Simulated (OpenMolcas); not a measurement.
A ladder of methods for CHF2 (difluoromethyl radical)

The species is CHF2 (4 atoms), meant as a doublet with charge 0. As SMILES, `F[CH]F`. Geometry: relaxed at PBE0-D4/def2-TZVP.

Each level gives the vertical energy of the quartet above the doublet (eV). The values are calculated.

| level | kind | program | value (eV) | CPU time (all runs) |
| --- | --- | --- | --- | --- |
| ROHF/STO-3G | Hartree–Fock | OpenMolcas | 12.69 | 5.5 s |
| UPBE/STO-3G | GGA | OpenMolcas | 13.48 | 12 s |
| U-r2SCAN/STO-3G | meta-GGA | OpenMolcas | 13.60 | 19 s |
| UB3LYP/STO-3G | global hybrid | OpenMolcas | ? | 14 s |
| UM06-2X/STO-3G | hybrid meta-GGA | OpenMolcas | ? | 22 s |
| UPBE0/STO-3G | global hybrid | OpenMolcas | 14.18 | 11 s |
| CASSCF(3,3)/STO-3G | multireference | OpenMolcas | 13.12 | 4.4 s |
| FCI/STO-3G | exact in the basis | OpenMolcas | 13.53 | 2.2 min |

(1) Estimate the missing values from the other rows.

Answers

(1) As computed at these levels: UB3LYP/STO-3G: 14.06 eV; UM06-2X/STO-3G: 13.91 eV. The values span 12.69 to 14.18 eV. All rows use very small basis sets, so even the best lies far from the true value. Times are those of the runs behind each value, whatever else they computed, on shared processors of several kinds: orders of magnitude only.
